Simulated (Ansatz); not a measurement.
## How far each method lies from UCCSDT(Q) for [H···H···SiH], doublet

Geometry: a point of a hydrogen-transfer path between rigid fragments, not a stationary point.

```xyz
4

H    -2.6809    0.0479    0.0000
H    -1.8449    0.0479    0.0000
Si    0.1431    0.0479    0.0000
H     0.5395   -1.4316    0.0000
```

Basis cc-pVTZ; Ansatz 0.2.0. Only valence electrons are correlated (noble-gas cores frozen), which leaves 7 electrons in 71 orbitals. Prefix R: restricted or restricted open-shell reference; prefix U: unrestricted. Active spaces: valence = (7e, 7o) chosen from the atoms' valence shells.

Full CI isn't at hand for all of this; UCCSDT(Q) serves as the reference, and is uncertain by about the last step of the cluster series. The frozen core follows each run's orbitals, which can shift R against U totals by a few meV.

For open shells CISD is restricted-active-space CI with the open shells as a complete middle space.

```
UHF ⟨S²⟩                          : 0.793
T1 diagnostic (RCCSD)             : 0.0204
largest doubles amplitude (RCCSD) : 0.076
T1 diagnostic (UCCSD)             : 0.0287
```

| level | E − E(RHF) (eV) |
| --- | --- |
| UHF | -0.1387 |
| RMP2 | -3.4139 |
| UMP2 | -3.3730 |
| RCCSD | -4.2376 |
| UCCSD | -4.2425 |
| RCCSD(T) | -4.3540 |
| UCCSD(T) | -4.3540 |

Task: Estimate how far UCCSDT(Q) in cc-pVTZ lies from RCCSD(T). The table doesn't fix it; the size of (T) and the diagnostics are the guide.

Result: UCCSDT(Q) in cc-pVTZ lies 0.69 kcal/mol below RCCSD(T), which is 26 % of the (T) step (-2.68 kcal/mol). The diagnostics give no warning, yet the rest is a sizeable part of (T).

The other levels:

```json
{"level": "CISD", "E − E(UCCSDT(Q)) (kcal/mol)": "8.55", "share of correlation (%)": "91.55", "wall time": "3.1 s"}
{"level": "BCCD(T)", "E − E(UCCSDT(Q)) (kcal/mol)": "0.70", "share of correlation (%)": "99.31", "wall time": "7 s"}
{"level": "RCCSDT", "E − E(UCCSDT(Q)) (kcal/mol)": "0.10", "share of correlation (%)": "99.90", "wall time": "–"}
{"level": "UCCSDT", "E − E(UCCSDT(Q)) (kcal/mol)": "0.08", "share of correlation (%)": "99.92", "wall time": "–"}
{"level": "RCCSDT(Q)", "E − E(UCCSDT(Q)) (kcal/mol)": "0.02", "share of correlation (%)": "99.98", "wall time": "84 s"}
{"level": "CASSCF (valence space)", "E − E(UCCSDT(Q)) (kcal/mol)": "66.12", "share of correlation (%)": "34.60", "wall time": "–"}
{"level": "NEVPT2 (valence space)", "E − E(UCCSDT(Q)) (kcal/mol)": "19.78", "share of correlation (%)": "80.44", "wall time": "3.1 s"}
```

The correlation energy at UCCSDT(Q), counted from RHF, is -4.384 eV. That run took 97 s on 1 thread of Arm Neoverse V2, shared host.

Times hold each run's SCF and search for its determinant on a shared host, so for small cases they say little of a method's own cost; they ran on 1 thread of Arm Neoverse V2.

Natural occupations of CASSCF (valence space) about the gap: 1.979 1.967 1.929 1.000 0.070 0.029 0.025; effectively unpaired electrons, Σ n²(2−n)², 1.05.
